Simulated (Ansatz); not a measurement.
**CH₆NSi radical (SMILES CN[SiH2]): one structure at several levels**

The task here is to estimate one member of a computed series from the others.

Method: single points in def2-TZVPP; program: Ansatz 0.2.0, Gaussian basis.

Cores are frozen in the correlated methods. Orbitals are unrestricted.

### Starting geometry

9 atoms, charge 0, spin multiplicity 2.

Atoms are counted from 1 here; the program's logs count them from 0.

Bond lengths: C1–N2 1.458 Å, C1–H4 1.078 Å, C1–H5 1.103 Å, C1–H6 1.100 Å, N2–Si3 1.702 Å, N2–H7 1.022 Å, Si3–H8 1.456 Å, Si3–H9 1.499 Å. Angles: N2–C1–H4 109.0°, N2–C1–H5 108.2°, N2–C1–H6 113.7°, H4–C1–H5 108.1°, H4–C1–H6 110.3°, H5–C1–H6 107.3°, C1–N2–Si3 123.5°, C1–N2–H7 112.6°, Si3–N2–H7 118.3°, N2–Si3–H8 108.1°, N2–Si3–H9 117.0°, H8–Si3–H9 111.2°.

Geometry (Å):

```csv
atom,x (Å),y (Å),z (Å)
C1,-0.4718,0.5882,-0.8411
N2,0.7137,0.0487,-0.1861
Si3,0.6514,-0.9710,1.1748
H4,-1.2328,-0.1740,-0.8735
H5,-0.2037,0.8484,-1.8785
H6,-0.8635,1.4997,-0.3660
H7,1.5350,0.6446,-0.3072
H8,-0.1146,-2.1561,0.8180
H9,0.1542,-0.3691,2.4548
```

Set-up of the first run:

run/in.yaml

```yaml
crystal:
  periodic: [false, false, false]
  atoms:
    - {symbol: C, position_ang: [-0.471800, 0.588200, -0.841100]}
    - {symbol: N, position_ang: [0.713700, 0.048700, -0.186100]}
    - {symbol: Si, position_ang: [0.651400, -0.971000, 1.174800]}
    - {symbol: H, position_ang: [-1.232800, -0.174000, -0.873500]}
    - {symbol: H, position_ang: [-0.203700, 0.848400, -1.878500]}
    - {symbol: H, position_ang: [-0.863500, 1.499700, -0.366000]}
    - {symbol: H, position_ang: [1.535000, 0.644600, -0.307200]}
    - {symbol: H, position_ang: [-0.114600, -2.156100, 0.818000]}
    - {symbol: H, position_ang: [0.154200, -0.369100, 2.454800]}
basis:
  gaussian: {orbitals: def2-TZVPP}
magnetization: {spin_polarized: true, initial_magnetization: 1}
correlation: {method: ccsd_t}
scf: {omitted_lower_state_checks: [cluster_reference]}
```

On the command line:

```sh
$ ansatz run in.yaml --threads 8 --pin off --events-out ev --progress --plain --max-ram 10444MiB
```

Among the steps run: CCSD(T)/def2-TZVPP; PBE0-D4/def2-TZVPP; wB97M-V/def2-TZVPP; r2SCAN-D4/def2-TZVPP; PBE-D4/def2-TZVPP; SPW92/def2-TZVPP; BLYP-D4/def2-TZVPP.

One table of the session follows, with a row left open; its other results are not shown here.

| method | RMS force component (eV/Å) | dipole (D) |
| --- | --- | --- |
| PBE0-D4 | 0.372 | 1.43 |
| wB97M-V | 0.366 | 1.40 |
| r2SCAN-D4 | 0.355 | 1.46 |
| PBE-D4 | 0.372 | 1.47 |
| SPW92 | ? | ? |
| BLYP-D4 | 0.372 | 1.44 |

Q: Estimate the row for SPW92 from the others.

**Answer.** RMS force component (eV/Å): 0.384; dipole (D): 1.50. In the column «RMS force component (eV/Å)» it is the highest.
